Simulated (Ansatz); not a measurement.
Mulliken charges of CH5NSi, SMILES `N=C[SiH3]` from PBE/def2-TZVPP in Ansatz (PBE0-D4/def2-TZVP geometry).

```csv
atom,x (Å),y (Å),z (Å),charge (e)
N1,-1.316,-0.140,-1.080,-0.226
C2,-0.349,0.467,-0.524,-0.099
Si3,0.699,-0.429,0.766,0.260
H4,-1.797,0.460,-1.756,0.157
H5,-0.096,1.510,-0.771,0.055
H6,0.636,0.325,2.048,-0.053
H7,2.117,-0.439,0.314,-0.053
H8,0.199,-1.811,0.947,-0.042
```

**Question.** By hand: the dipole of these point charges (1 e Å = 4.8032 D).

**Answer.** Σ q r = (0.072, 0.111, 0.012) e Å, of length 0.133 e Å = 0.64 D.

**Question.** How does the dipole of the full density compare? (Best estimate.)

**Answer.** The calculation gave: (0.094, 0.334, -0.068) e Å, 1.70 D; the point charges give 0.38 times that, at 24° from its direction.

Point charges leave out the atoms' own dipoles, such as those of lone pairs, and Mulliken's split depends on the basis, so the two needn't agree.
